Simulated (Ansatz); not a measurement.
# HAl–AlH, triplet: stretch scan

Starting geometry (PBE0/def2-TZVP stationary point for this spin, not checked as a minimum):

| atom | x (Å) | y (Å) | z (Å) |
| --- | --- | --- | --- |
| Al | 0.0000 | 0.0000 | 1.1500 |
| Al | 0.0000 | 0.0000 | -1.1500 |
| H | 0.0000 | 0.0000 | 2.7245 |
| H | 0.0000 | 0.0000 | -2.7245 |

From there H3 moves along the line of the two atoms named below, all else staying in place; atoms are numbered as listed. Energies are in kcal/mol, counted from the starting geometry at the same level.

Basis cc-pVDZ; Ansatz 0.2.0. Only valence electrons are correlated (noble-gas cores frozen). R marks a restricted (for open shells ROHF) determinant, U an unrestricted one.

Unrestricted rows (U) aren't spin-pure: their determinants' ⟨S²⟩ exceeds S(S+1) by up to 0.23, so they mix in states of higher spin. Coupled cluster chose its determinant by trial CCSD, here up to 0.42 eV above the lowest Hartree–Fock solution of its kind, and MP2 stands on that determinant too.

Full CI isn't at hand for all of this; UCCSDT(Q) serves as the reference, and is uncertain by about the last step of the cluster series.

| distance Al1-H3 (Å) | UMP2 |
| --- | --- |
| 1.279 | 21.4 |
| 1.437 | 3.7 |
| 1.575 | 0.0 |
| 1.712 | 2.6 |
| 1.966 | 15.9 |
| 2.165 | 30.7 |
| 4.194 | 66.4 |
| 5.409 | 66.4 |

Task: Estimate the UCCSDT(Q) curve in cc-pVDZ from this one, knowing how UMP2 errs.

Result: The computed UCCSDT(Q) values, in kcal/mol from the starting point, and the error of UMP2 against them:
| distance Al1-H3 (Å) | UCCSDT(Q) | UMP2 less UCCSDT(Q) |
| --- | --- | --- |
| 1.279 | 21.8 | -0.3 |
| 1.437 | 3.9 | -0.2 |
| 1.575 | 0.0 | 0.0 |
| 1.712 | 2.2 | 0.4 |
| 1.966 | 14.0 | 1.9 |
| 2.165 | 25.5 | 5.2 |
| 4.194 | 64.9 | 1.5 |
| 5.409 | 64.9 | 1.5 |

The error spans 5.5 kcal/mol and is largest, 5.2 kcal/mol, at 2.165 Å.
